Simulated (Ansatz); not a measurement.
## Cost against result

Saddle point of SiH4ClF, closed shell (SiH₂ClF ([F][SiH2][Cl]) + H₂ → SiH₃Cl ([SiH3][Cl]) + HF; bonds formed: Si1–H7, F2–H6; bonds broken: Si1–F2, H6–H7), PBE0-D4/def2-TZVP structure:

Si1  (-0.263, -0.256, -0.233)
F2  (0.399, 0.350, 1.476)
H3  (-0.265, -0.317, -1.719)
H4  (-0.136, -1.644, 0.244)
Cl5  (-2.040, 0.705, 0.094)
H6  (1.098, 0.611, 0.563)
H7  (1.206, 0.553, -0.424)
(Å)

Barriers are electronic and count from the start structure reached by relaxing down the imaginary mode.

Computed with Ansatz 0.2.0 (basis: as named in each row); correlated methods freeze the cores. B3LYP uses VWN-RPA correlation. Extrapolation: Hartree–Fock as exp(−7.88 √X), correlation as X^−2.97.

Times are rough, for one single point on 2 threads of a shared host (Arm Neoverse V1).

The estimate by CCSD(T) at an estimated basis limit (MP2 extrapolated from triple and quadruple zeta, plus CCSD(T) − MP2 in triple zeta) is 2.760 eV.

```csv
method,basis,time (s),barrier (eV),method less estimate
HF,STO-3G,under 1,4.273,1.513
PBE-D4,STO-3G,under 1,2.419,-0.340
SPW92,def2-SVP,under 1,1.733,-1.027
PBE-D4,def2-SVP,under 1,2.093,-0.667
B3LYP-D4,6-31G,under 1,2.511,-0.249
PBE0-D4,def2-SVP,under 1,2.288,-0.472
SPW92,def2-TZVPP,under 1,1.909,-0.851
CCSD(T),def2-SVP,1,2.677,-0.083
PBE-D4,def2-TZVPP,2,2.288,-0.472
BLYP-D4,def2-TZVPP,2,2.546,-0.214
B3LYP-D4,def2-TZVPP,2,2.670,-0.090
BHLYP-D4,def2-TZVPP,2,2.892,0.133
PBE0-D4,def2-TZVPP,2,2.484,-0.276
CAM-B3LYP-D4,def2-TZVPP,2,2.680,-0.080
RPA on PBE,def2-TZVPP,3,2.749,-0.011
r2SCAN-D4,def2-TZVPP,4,2.505,-0.255
B2PLYP,def2-TZVPP,4,2.742,-0.018
PBE-QIDH,def2-TZVPP,4,2.666,-0.094
r2SCAN0-D4,def2-TZVPP,4,2.627,-0.133
wB97M-V,def2-SVP,4,2.389,-0.371
wB97X-V,def2-TZVPP,6,2.660,-0.100
wB97M-V,def2-TZVPP,7,2.631,-0.129
B97M-V,def2-TZVPP,8,2.639,-0.120
MP2,def2-QZVPP,11,2.752,-0.008
CCSD(T),def2-TZVPP,27,2.767,0.007
```

All methods are single points on the PBE0-D4 structures.

The T1 diagnostic stays at or below 0.012.

Labels in which every atom is bracketed show which atoms are joined, not bond orders.
